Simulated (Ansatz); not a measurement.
## HCB, triplet: the ladder up to full CI

Geometry: displaced at random from a stationary point.

```xyz
3

B    -0.0154   -0.0090    1.2808
C    -0.0163   -0.0252   -0.0837
H     0.0317    0.0342   -1.1971
```

Basis 6-31G; Ansatz 0.2.0. Correlated methods freeze the noble-gas cores, which leaves 8 electrons in 18 orbitals. Prefix R: restricted or restricted open-shell reference; prefix U: unrestricted. Active spaces: valence = (8e, 9o) chosen from the atoms' valence shells.

Full CI is exact within this basis and frozen core; it isn't the basis-set limit. The frozen core follows each run's orbitals, which can shift R against U totals by a few meV.

For open shells CISD is restricted-active-space CI with the open shells as a complete middle space.

- UHF ⟨S²⟩: 2.098
- T1 diagnostic (RCCSD): 0.0253
- largest doubles amplitude (RCCSD): 0.123
- T1 diagnostic (UCCSD): 0.0377

```tsv
level	E − E(full CI) (mEh)	share of correlation (%)	wall time
RHF	135.77	0.00	–
UHF	131.82	2.91	–
RMP2	26.71	80.32	–
UMP2	29.17	78.51	–
CISD	11.66	91.41	0.48 s
RCCSD	5.56	95.90	–
UCCSD	5.54	95.92	–
RCCSD(T)	1.36	99.00	1.1 s
UCCSD(T)	1.50	98.89	0.96 s
BCCD(T)	1.49	98.90	0.96 s
RCCSDT	0.39	99.71	–
UCCSDT	0.39	99.71	–
RCCSDT(Q)	0.04	99.97	3.3 s
UCCSDT(Q)	0.01	99.99	3.3 s
RCCSDTQ	0.04	99.97	27 s
UCCSDTQ	0.03	99.97	28 s
CASSCF (valence space)	33.85	75.07	–
NEVPT2 (valence space)	9.74	92.82	2.5 s
MRCISD (valence space)	1.12	99.17	–
MRCISD+Q (valence space)	0.51	99.62	3.8 s
MRCISD+Q(relaxed) (valence space)	0.09	99.93	4.5 s
```

The correlation energy at full CI, counted from RHF, is -3.694 eV. That run took 26 s on 1 thread of Arm Neoverse V1, shared host over 4,681,152 determinants.

Times hold each run's SCF and search for its determinant on a shared host, so for small cases they say little of a method's own cost; they ran on 1 thread of Arm Neoverse V1.

The full-CI state has the irrep A'' of Cs, in the program's axes (one component, if the state is degenerate).

Natural occupations of full CI about the gap: 1.971 1.964 1.900 0.996 0.976 0.090 0.031 0.029 0.016 0.008; effectively unpaired electrons, Σ n²(2−n)², 2.08.
